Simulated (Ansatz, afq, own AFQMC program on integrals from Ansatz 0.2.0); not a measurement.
AFQMC on a folder of integrals that Ansatz 0.2.0 wrote.

```yaml
crystal:
  periodic: [false, false, false]
  atoms:
    - {symbol: Si, position_ang: [0.000000, 0.000000, 2.088600]}
    - {symbol: Al, position_ang: [0.000000, 0.000000, -0.244867]}
    - {symbol: H, position_ang: [0.000000, 0.000000, -1.843733]}
basis:
  gaussian: {orbitals: cc-pVDZ}
magnetization: {spin_polarized: true, initial_magnetization: 2}
correlation: {method: ccsd_t, electrons: outside_noble_gas, hamiltonian_folder: ham}
```

```sh
$ ansatz run in.yaml --threads 1 --pin off --events-out ev --progress --plain --max-ram 24576MiB --backend cuda --devices 0, --max-vram 18GiB
```

Options of the walk:

```
--method phaseless --trial hf --walkers 4000 --populations 20 --least-time 40 --time-step 0.005 --steps-per-block 20 --equilibration-blocks 112 --max-blocks 4000 --target-error 0.0008500 --factor-cut 1e-05 --start spin_pure --seed 1589 --taylor-order 6
```

Times are imaginary, in 1/Eh. The walk had a cap of 49 s. With eight or more populations the least sampling time is a fifth of least-time, and the error comes from their spread.

```
orbitals 31  electrons 5 3  factors 222 of 409
reference energy -531.35167932 Eh
CCSD correlation -0.14661839 Eh in 12 cycles, weight of the determinant in the CISD state 0.8697
energy of the start -531.352116 Eh
 block  time / (1/Eh)  mean weight  energy / Eh
     1     0.100  1.0003  -531.370395
     2     0.200  1.0004  -531.386190
     3     0.300  1.0008  -531.400017
     4     0.400  1.0007  -531.410743
     5     0.500  1.0007  -531.420609
     7     0.700  1.0003  -531.435781
     9     0.900  1.0004  -531.449735
    13     1.300  1.0002  -531.467109
    21     2.100  1.0002  -531.488333
    25     2.500  1.0000  -531.493010
    29     2.900  1.0001  -531.497575
    37     3.700  1.0000  -531.501742
    45     4.500  1.0000  -531.500208
    53     5.300  1.0000  -531.504898
    61     6.100  1.0001  -531.504031
    65     6.500  1.0002  -531.508892
    69     6.900  0.9999  -531.506938
    77     7.700  0.9999  -531.508322
    85     8.500  0.9998  -531.501310
    93     9.300  1.0002  -531.505599
   101    10.100  1.0001  -531.504642
   109    10.900  1.0001  -531.504320
   117    11.700  1.0000  -531.505941
   125    12.500  1.0000  -531.505896
   133    13.300  1.0002  -531.501524
   141    14.100  1.0001  -531.506595
   149    14.900  0.9998  -531.506744
   157    15.700  1.0001  -531.506539
   165    16.500  1.0000  -531.502439
   173    17.300  1.0001  -531.507753
   181    18.100  1.0001  -531.504428
   189    18.900  1.0001  -531.505288
error from the spread of 20 populations
energy -531.504990 +/- 0.000737 Eh
(rows thinned)
```

(1) Estimate how long the walk took on 1 × NVIDIA H100 80GB HBM3 with 2 threads of AMD EPYC 7R13 Processor (Zen 3), with other jobs on the host (the card was shared).

The run passed its tests (sampling time, drift between the halves within three errors, error under three times the target), which doesn't prove that it has relaxed.

Against this walk (error 20.1 meV) on the same determinant: CCSD(T) 15.6 meV higher (within the noise), CCSDT(Q) 41.6 meV lower, CCSDTQ 42.5 meV lower, a separate phaseless walk with a CISD trial and standard settings 18.9 ± 20.6 meV lower (within the noise). The error is statistical and leaves out the bias of the constraint.

Cautions: constraint bias not in the error.

Answers

(1) 21 s of wall time.

CCSDT and higher add their correlation energy to the determinant of the CCSD(T) run, since their own runs factorise the integrals more tightly (a shift of under 2 meV). A walk keeps the symmetry of its determinant, which the program's search chose and which needn't be the lowest solution, so a lower state of the same spin and another symmetry isn't excluded.
